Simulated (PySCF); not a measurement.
Gas-phase reaction: SiCl2 + SiO2 + 2 Cl = 2 SiOCl2

Energies from PySCF, thermal terms from the rigid-rotor harmonic-oscillator model, ideal gas at 1 bar. † marks an energy on the PBE0/def2-TZVP geometry and frequencies; other levels use their own. CCSD(T) freezes the core. Open shells (unrestricted): Cl (multiplicity 2, electronic degeneracy 6); the rest are closed-shell singlets. Spin-orbit splitting is ignored; it lowers the true energy and changes the entropy of Cl. B3LYP is the form with VWN-RPA correlation. SiOCl2: computed as isolated molecules; such fragments, hydroxides, amides, oligomers or adducts are transient or little studied in the gas. CCSD(T) isn't extrapolated to the basis-set limit; its ΔH°(298 K) is -628.7 kJ in def2-SVP and -692.7 kJ in def2-TZVPP. The harmonic model lacks anharmonicity and excited electronic states, which grow with temperature; levels with a mode under 35 cm⁻¹ are left out. Warning, large T1 diagnostic: SiO2 (CCSD(T)/def2-TZVPP†).

| level | ΔE electronic, kJ | ΔH°(298 K), kJ | ΔS°(298 K), J/K | ΔG°(1600 K), kJ |
|---|---|---|---|---|
| B3LYP/def2-TZVP† | -678 | -672 | -247 | -276 |
| CCSD(T)/def2-TZVPP† | -699 | -693 | -247 | -297 |
| HF/def2-TZVP† | -571 | -565 | -247 | -169 |
| M06-2X/def2-TZVP† | -721 | -715 | -247 | -319 |
| PBE/def2-TZVP† | -722 | -716 | -247 | -320 |
| PBE0/def2-QZVP† | -729 | -723 | -247 | -327 |
| PBE0/def2-SVP† | -701 | -696 | -247 | -299 |
| PBE0/def2-TZVP | -728 | -722 | -247 | -326 |
| r2SCAN/def2-TZVP† | -749 | -743 | -247 | -346 |
| LDA/def2-TZVP† | -836 | -830 | -247 | -434 |
| ωB97X-V/def2-TZVP† | -735 | -729 | -247 | -333 |
ΔH° is lowest at LDA/def2-TZVP† and highest at HF/def2-TZVP†. No reference value is set beside these.
